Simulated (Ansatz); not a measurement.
# HSCl (triplet): the correlation ladder at distance Cl1–H2 along a hydrogen transfer = 1.560 Å, cc-pVDZ

How much of the correlation energy of HSCl (triplet) does each wave-function method recover here?

Program: Ansatz 0.2.0, Gaussian basis. Level of theory: cc-pVDZ, core rule «outside noble gas», up to 10 orbitals frozen. These are calculated values, not measurements.

To be run: UHF; CCSD(T) on ROHF; CCSD(T) on UHF; BCCD(T) on ROHF; CISD; CCSDT(Q) on ROHF; CCSDT(Q) on UHF; CASSCF and MRCISD+Q, 4 electrons in 4 orbitals; CASSCF and NEVPT2, 4 electrons in 4 orbitals; CASSCF and MRCISD+Q, 14 electrons in 9 orbitals; CASSCF and NEVPT2, 14 electrons in 9 orbitals.

5 further runs of the same task are left out: 5 that didn't finish.

**1. What is computed**

The geometry derives from fragments relaxed apart (PBE0/def2-TZVP) and kept rigid, so it is no stationary point. A hydrogen atom is moved between rigid fragments.

3 atoms, charge 0, spin multiplicity 3.

Atoms are counted from 1 here; the program's logs count them from 0.

Bond lengths: Cl1–H2 1.560 Å, H2–S3 1.427 Å. Angles: Cl1–H2–S3 180.0°.

**2. UHF**

in.yaml

```yaml
crystal:
  periodic: [false, false, false]
  atoms:
    - {symbol: Cl, position_ang: [0.000000, 0.000000, -1.515667]}
    - {symbol: H, position_ang: [0.000000, 0.000000, 0.044333]}
    - {symbol: S, position_ang: [0.000000, 0.000000, 1.471333]}
basis:
  gaussian: {orbitals: cc-pVDZ}
magnetization: {spin_polarized: true, initial_magnetization: 2}
hamiltonian: {xc: hf}
output: {orbitals: {seedname: orbitals}}
```

Started as:

```sh
ansatz run in.yaml --threads 1 --pin off --events-out ev --progress --plain --max-ram 2393MiB
```

Further steps of the session: CCSD(T) on ROHF; CCSD(T) on UHF; BCCD(T) on ROHF; CISD; CCSDT(Q) on ROHF; CCSDT(Q) on UHF; CASSCF and MRCISD+Q, 4 electrons in 4 orbitals; CASSCF and NEVPT2, 4 electrons in 4 orbitals; CASSCF and MRCISD+Q, 14 electrons in 9 orbitals; CASSCF and NEVPT2, 14 electrons in 9 orbitals.

Before running them: what should the planned runs give, taken together? Wanted: UCCSDT(Q) below the RHF energy; RMP2 from UCCSDT(Q); UMP2 from UCCSDT(Q); RCCSD from UCCSDT(Q); RCCSD(T) from UCCSDT(Q); UCCSD(T) from UCCSDT(Q); RCCSDT(Q) from UCCSDT(Q); NEVPT2 pair from UCCSDT(Q); MRCISD+Q pair from UCCSDT(Q).

The runs gave:

| quantity | value |
| --- | --- |
| UCCSDT(Q) below the RHF energy | -8.0978 eV |
| RMP2 from UCCSDT(Q) | +24.74 kcal/mol |
| UMP2 from UCCSDT(Q) | +26.87 kcal/mol |
| RCCSD from UCCSDT(Q) | +4.51 kcal/mol |
| RCCSD(T) from UCCSDT(Q) | +0.80 kcal/mol |
| UCCSD(T) from UCCSDT(Q) | +0.83 kcal/mol |
| RCCSDT(Q) from UCCSDT(Q) | +0.01 kcal/mol |
| NEVPT2 pair from UCCSDT(Q) | +24.02 kcal/mol |
| MRCISD+Q pair from UCCSDT(Q) | +1.15 kcal/mol |
| NEVPT2 valence from UCCSDT(Q) | +36.80 kcal/mol |
| levels within 1 kcal/mol (43 meV) | RCCSD(T), UCCSD(T), BCCD(T), RCCSDT, UCCSDT, RCCSDT(Q), MRCISD+Q valence |
| T1 diagnostic | 0.021 |
| effectively unpaired electrons | 2.01 |

In words: RCCSD(T) misses by +0.80 kcal/mol, 0.4 % of the correlation energy. One determinant dominates. Of the multireference levels listed MRCISD+Q valence comes nearest in total energy (+0.88 kcal/mol), which doesn't show that its space is the better one. These misses are within one basis, not against nature; the frozen cores of restricted and unrestricted runs differ, which can shift their rows.
